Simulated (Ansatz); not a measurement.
bcc Cs, treated with HSE06 (Ansatz, an electronic-structure program, PAW).

A relaxed, unreconstructed slab of the (100) face has 4 atoms, two equal faces of 39.150 Å² each and an energy of -22702.4275 eV. A bulk cell of 2 atoms with the same orientation and in-plane k mesh has -11351.3869 eV. Energies are extrapolated to zero smearing.

Run with plane-wave cutoff 500 eV, 4×4×1 k mesh (along the axes of the cell as run), Fermi–Dirac smearing 0.1 eV, scalar-relativistic PAW data made under PBE.

Worked out: γ = (E_slab − N E_bulk per atom)/2A = [-22702.4275 − 4 × (-11351.3869/2)]/(2 × 39.150) = 0.0044 eV/Å². With 16.022 J/m² per eV/Å² this is 0.07 J/m², or 0.17 eV per surface cell and face.

Note: exact exchange on metals is sensitive to the k mesh and can open a false gap; the run warned that its exchange threshold was loose for the stress.
